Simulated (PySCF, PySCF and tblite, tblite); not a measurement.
# C₃H₅Cl₂F: a path driven as rotation about a bond, and NMR exchange

The task here is to estimate one member of a computed series from the others.

Programs: PySCF 2.14.0 with density-fitted response routines of our own, and tblite 0.8.0. All values are computed, except where a source is named. Atoms count from 0 throughout.

## The molecule as given

11 atoms, charge 0, multiplicity 1; geometry from: force field or distance geometry start.

Bonds of the start (Å): C0–C1 1.53, C0–H6 1.10, C0–H7 1.10, C0–H8 1.09, C1–C3 1.53, C1–F2 1.38, C1–H9 1.09, C3–Cl4 1.77, C3–Cl5 1.79, C3–H10 1.10.

The first run:

What the job is given:

```
{"job": {"xc": "GFN2-xTB", "basis": "xTB", "kind": "relax"}, "charge": 0, "multiplicity": 1}
C      1.277000    -0.147600    -0.322100
C      0.093300     0.324100     0.522800
F      0.240000    -0.252300     1.772500
C     -1.298700     0.007000    -0.020400
Cl    -1.652000     0.926300    -1.487900
Cl    -1.539900    -1.741200    -0.338200
H      1.233500     0.278000    -1.333900
H      2.215600     0.171500     0.149300
H      1.311400    -1.239200    -0.389200
H      0.179200     1.400200     0.691600
H     -2.053800     0.276000     0.729500
```

The run is started by

```bash
> OMP_NUM_THREADS=1 python ens_run.py task.json out
```

The driver reads the study from task.json and runs its stages one after another.

Steps of the session up to this table: GFN2-xTB relaxation, start minimum; Relaxed scan, rotation; Nudged elastic band, leg 1; Saddle search, leg 1; DFT refinement, start: B3LYP-D3(BJ)/def2-SVP; Shieldings, start: BHandHLYP/pcSseg-1; Shieldings, saddle of leg 1: BHandHLYP/pcSseg-1; Shieldings, end: BHandHLYP/pcSseg-1; The path in numbers; Shieldings, start: PBE0/def2-SVP; Single-point energy, saddle of leg 1: PBE0/def2-SVP; Shieldings, end: PBE0/def2-SVP; Second level: PBE0/def2-SVP + D3(BJ); Shieldings, start: B97-D/pcSseg-1; Single-point energy, saddle of leg 1: B97-D/pcSseg-1; Shieldings, end: B97-D/pcSseg-1; Second level: B97-D/pcSseg-1 + D3(BJ).

One of the session's tables, all rows but one given; the rest of the session is left out.

It belongs to the step «Second level: B97-D/pcSseg-1 + D3(BJ)». Barriers by level (kcal/mol; entropies in cal/(mol K)). Zero-point and thermal terms come from xTB in every row. ΔG‡ leaves symmetry out; the rate counts one path; effective ΔG‡, where given, is the barrier that would give that rate by Eyring's equation alone:

```
                      level   ΔE‡  with zero-point   ΔH‡  ΔG‡ (298 K)  ΔE of reaction
                   GFN2-xTB  1.99             2.06  1.44         2.75            0.17
      B3LYP-D3(BJ)/def2-SVP  5.45             5.53  4.91         6.21            0.99
BHandHLYP/pcSseg-1 + D3(BJ)     ?                ?     ?            ?               ?
    B97-D/pcSseg-1 + D3(BJ)  4.92             4.99  4.37         5.68            0.82
```

Q: Estimate the row for BHandHLYP/pcSseg-1 + D3(BJ) from the others.

As computed: ΔE‡: 5.33; with zero-point: 5.41; ΔH‡: 4.79; ΔG‡ (298 K): 6.10; ΔE of reaction: 0.75. In the column «ΔE‡» it lies between B97-D/pcSseg-1 + D3(BJ) (4.92) and B3LYP-D3(BJ)/def2-SVP (5.45).
